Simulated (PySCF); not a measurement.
Structure problem from calculated spectra and properties.

Formula: C4H7N.

| Quantity | Value |
| --- | --- |
| 1H NMR | chemical shifts (computed TMS as zero) by class: 10.74 (1 H), 7.54 (1 H), 5.97 (1 H), 5.52 (1 H), 5.50 (1 H), 2.80 (2 H) ppm [GIAO PBE0/pcSseg-1] |
| Dipole | 2.28 D [PBE0/def2-SVPD] |
| Polarisability | 57.6 au [PBE0/def2-SVPD] |
| UV, strongest line | among the 6 lowest singlet transitions: S3 at 6.67 eV (186 nm, f = 0.185) [TDDFT PBE0/def2-SVPD] |
| NMR, other nuclei | isotropic shieldings of nuclei other than C and H, by class: -95 (1 N) ppm [GIAO PBE0/pcSseg-1] |
| Rotational structure | rotational constants A, B, C: 18.563, 2.514, 2.475 GHz [GFN2-xTB] |
| 13C NMR | chemical shifts (computed TMS as zero) by class: 174.7 (1 C), 140.8 (1 C), 125.9 (1 C), 54.4 (1 C) ppm [GIAO PBE0/pcSseg-1] |
| Triplet | lowest triplet excitation (Tamm–Dancoff): 4.15 eV [TDA PBE0/def2-SVPD] |
| UV, first state | lowest singlet excitation: 5.04 eV (246 nm, f = 0.011) [TDDFT PBE0/def2-SVPD] |

The electronic properties come from PySCF, for the isolated species, density fitting. Levels stand in brackets. One conformer (not necessarily the lowest) at the GFN2-xTB geometry, without solvent, vibrations or thermal averaging. NMR classes are plain means over equivalent atoms (diastereotopic ones count apart unless rotation or inversion swaps them), as if these changed places fast.

Question: What is the compound? Reason from the data.

Answer: Numbering: `[H]/[N:5]=[CH:4]\[CH2:3][CH:2]=[CH2:1]`. Its formula, C4H7N, gives 2 degrees of unsaturation: 0 rings and 2 π bonds in the structure found. 4 carbons fall into 4 classes; from least to most shielded: imine carbon [C4] (174.7 ppm), alkene CH carbon [C2] (140.8 ppm), terminal =CH2 carbon [C1] (125.9 ppm), allylic carbon [C3] (54.4 ppm). Hydrogen classes from least to most shielded: 1 H on an imine nitrogen, N5 (10.74 ppm), 1 H on an imine carbon, C4 (7.54 ppm), 1 H on an alkene CH carbon, C2 (5.97 ppm), 1 H on a terminal =CH2 carbon, C1 (5.52 ppm), 1 H on a terminal =CH2 carbon, C1 (5.50 ppm), 2 H on an allylic carbon, C3 (2.80 ppm). The other shieldings belong to: -95 ppm, imine nitrogen [N5]. S1 is mainly HOMO→LUMO (weight 0.82); the largest Löwdin shares of the orbital it empties are 0.47 on the imine nitrogen, 0.13 on the imine carbon, 0.10 on the terminal =CH2 carbon and 0.09 on the allylic carbon, of the orbital it fills 0.21 on the imine nitrogen, 0.20 on the imine carbon, 0.18 on the terminal =CH2 carbon and 0.17 on the alkene CH carbon. The optimised geometry has point group C1 and is an asymmetric top. Structure: `[H]/N=C\CC=C`. Computed isomers that give other values at the same levels: `C#CCNC` (13C chemical shifts (computed TMS as zero) by class: 87.0 (1 C), 78.3 (1 C), 42.8 (1 C), 37.3 (1 C) ppm); `[C-]#[N+]C(C)C` (13C chemical shifts (computed TMS as zero) by class: 180.0 (1 C), 43.5 (1 C), 26.9 (2 C) ppm); `C1=NCCC1` (rotational constant A: 7.847 GHz; this holds for the one conformer computed). The assignments are read from this structure; whether some other isomer fits the data as well wasn't checked.

Conformer computed: `[H]/[N:5]=[CH:4]\[CH2:3][CH:2]=[CH2:1]`: C1–C2–C3–C4 105°, C2–C3–C4–N5 118°.
